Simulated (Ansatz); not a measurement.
Task: a single point in a Gaussian basis of C₃H₆O, SMILES OC1CC1, with the Ansatz DFT code, driven from Python. Give the script and its output. Settings: CAM-B3LYP, def2-SVPD basis, multiplicity 1.

`c3h6o.py`:
```python
"""Electronic structure of the C3H6O molecule."""

import ansatz as az
from rdkit import Chem
from rdkit.Chem import AllChem


def main() -> None:
    # start geometry from RDKit
    rd = Chem.AddHs(Chem.MolFromSmiles("OC1CC1"))
    AllChem.EmbedMolecule(rd, randomSeed=462)
    AllChem.UFFOptimizeMolecule(rd)
    system = az.Crystal.molecule()
    for atom, xyz in zip(rd.GetAtoms(), rd.GetConformer().GetPositions()):
        system = system.atom(atom.GetSymbol(), xyz.round(5).tolist())

    base = system.calculation().basis(gaussian="def2-SVPD").functional("CAM-B3LYP").scf(lower_state_search="off")
    print(base.to_yaml())
    report = base.session().plan(threads=1).execute().report

    print(f"E = {report['free_energy_ev']:.6f} eV = {report['free_energy_ev'] / 27.211386246:.7f} Ha")
    print("converged:", report["converged"], " doubts:", report["published_state_doubts"] or "none")


if __name__ == "__main__":
    main()
```

Running `python c3h6o.py` prints:
```text
crystal:
  periodic: [false, false, false]
  atoms:
    - { symbol: O, position_ang: [1.34273, -0.91419, 0.45706] }
    - { symbol: C, position_ang: [0.5037, -0.19118, -0.39601] }
    - { symbol: C, position_ang: [-0.33128, 0.85576, 0.3174] }
    - { symbol: C, position_ang: [-0.96722, -0.45056, -0.13194] }
    - { symbol: H, position_ang: [2.2116, -0.43759, 0.43116] }
    - { symbol: H, position_ang: [0.80432, -0.01254, -1.45118] }
    - { symbol: H, position_ang: [-0.59717, 1.73191, -0.31072] }
    - { symbol: H, position_ang: [-0.16273, 0.92863, 1.41322] }
    - { symbol: H, position_ang: [-1.61853, -0.35262, -1.026] }
    - { symbol: H, position_ang: [-1.18542, -1.15761, 0.69702] }
basis:
  gaussian:
    orbitals: def2-SVPD
hamiltonian:
  xc: cam_b3lyp
scf:
  lower_state_search: "off"

E = -5248.539214 eV = -192.8802585 Ha
converged: True  doubts: none
```

The settings weren't tested for convergence. The geometry is a force-field or estimated start, not a minimum of this method, and the basis set is short of its limit. Hardware and time: 3.2 s on 1 thread of Arm Neoverse V1, on a shared host, peak memory 0.34 GiB.

(Lines on the test bed's own set-up are left out of the output.)
